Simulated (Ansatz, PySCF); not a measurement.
System: molecular fluorine, F$_{2}$, charge 0, multiplicity 1. SMILES: FF
Geometry: optimised at B3LYP-D3(BJ)/def2-TZVP (Ansatz, an electronic-structure program).

Wanted: atomisation energy, in kcal/mol. Terms: atomisation electronic, to ground-state atoms; valence correlation only; 6-311+G** with 5d; spin-orbit terms left out; LANL2DZ all-electron up to Ne; six Cartesian d functions in 6-31G* and its kin unless marked 5d; UHF or UKS for open shells; non-relativistic. First-principles rows: single points at B3LYP-D3(BJ) geometries (Ansatz). The Hartree-Fock reference of FF is unstable towards a lower, spin-broken solution.

```csv
level,program,atomisation energy (kcal/mol)
HF/STO-3G,Ansatz,-1.1
HF/LANL2DZ,Ansatz,-51.6
PBE/6-311+G**,Ansatz,47.1
B3LYP/LANL2DZ,Ansatz,26.2
MP2/STO-3G,Ansatz,30.5
B3PW91/6-31G* (5d),PySCF,40.5
PBE/def2-TZVPD,Ansatz,52.4
wB97M-V/def2-TZVPD,Ansatz,37.2
B2PLYP-D3(BJ)/def2-TZVPD,Ansatz + dftd3,35.5
```

No value to compare with is used here. The 6 habitual levels span -51.6 (HF/LANL2DZ) to 47.1 kcal/mol (PBE/6-311+G**); B2PLYP-D3(BJ)/def2-TZVPD gives 35.5.

The levels are drawn from those run, B3LYP/6-31G* more often than the rest, none by its result; runs whose electronic state is in doubt are left out.
